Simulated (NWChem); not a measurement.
Species: fluorine (F2); SMILES FF

```xyz
2

F      0.0000     0.0000     0.6882
F      0.0000     0.0000    -0.6882
```
Atoms are numbered in this order, from 1.

Structure relaxed at the PBE0/def2-SVP level.

### Question
List the 4 lowest vertical singlet excitations from CAM-B3LYP/aug-cc-pVDZ, TDA (NWChem).

### Answer
```
state  energy (eV)  oscillator strength  leading excitation (squared amplitude)
-----  -----------  -------------------  --------------------------------------
S1            4.88                0.000                    HOMO−1 → LUMO (0.99)
S2            4.88                0.000                      HOMO → LUMO (0.99)
S3            8.75                0.000                    HOMO−3 → LUMO (0.77)
S4            8.75                0.000                    HOMO−2 → LUMO (0.77)
```
